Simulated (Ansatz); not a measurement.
Relaxed structures of BSiNH5, doublet (PBE0-D4/def2-TZVP; forces vanish, vibrations not checked; lower isomers may exist, and structures with a doubtful reference or unclear bonds are left out; Å). Computed with Ansatz 0.2.0 (basis: def2-TZVPP); correlated methods freeze the cores; orbitals are unrestricted.

Problem. Rank them by CCSD(T) energy, lowest first, and give each one's height above the lowest. Links in brackets join atoms within 1.22 times the sum of their covalent radii (1.1 for two metals). (An estimate is asked for; the value comes from the calculation.)
A.
BSiNH₅ ([BH2][NH][SiH2])
```
8
angstrom
B -1.3530 0.0229 -1.1055
N -0.3071 0.4724 -0.2867
Si 0.6996 -0.5099 0.7455
H -1.9350 0.8019 -1.8041
H -0.0713 1.4542 -0.3416
H 1.0147 0.2554 1.9865
H -1.6437 -1.1388 -1.0832
H -0.0355 -1.7667 1.0420
```
B.
BSiNH₅ ([BH2][N][SiH3])
```
8
angstrom
B -1.5645 0.1122 -0.9997
N -0.5118 -0.1453 -0.2133
Si 0.8037 -0.5317 0.8090
H -1.6497 1.1665 -1.5813
H -2.4383 -0.7107 -1.1329
H 0.8791 0.4199 1.9455
H 2.0785 -0.5037 0.0492
H 0.5569 -1.9058 1.3223
```
C.
BSiNH₅ ([BH][NH][SiH3])
```
8
angstrom
B -0.5970 -0.3693 -1.3439
N 0.0998 0.3285 -0.3713
Si 0.8809 -0.3619 1.0397
H -0.7592 -1.5554 -1.3480
H 0.1675 1.3323 -0.4808
H 0.3032 0.2153 2.2816
H 2.3355 -0.0565 1.0234
H 0.6562 -1.8233 0.9926
```

Solution. By the calculation: A (0.0 kJ/mol), C (58.7 kJ/mol), B (63.7 kJ/mol). Heights count from the lowest.

T1 diagnostic: at most 0.026. ⟨S²⟩ of the unrestricted Hartree–Fock references: 0.75 to 0.77 (a pure state has 0.75).

For scale, one of the runs: CCSD(T)/def2-TZVPP, 174 basis functions, launched by `ansatz run in.yaml --threads 2 --pin off --events-out ev --progress --plain --max-ram 4352MiB`. Time: 97 s of wall clock on 2 CPU threads of an Arm Neoverse V1; the host was shared. Peak host memory: 3.6 GiB.
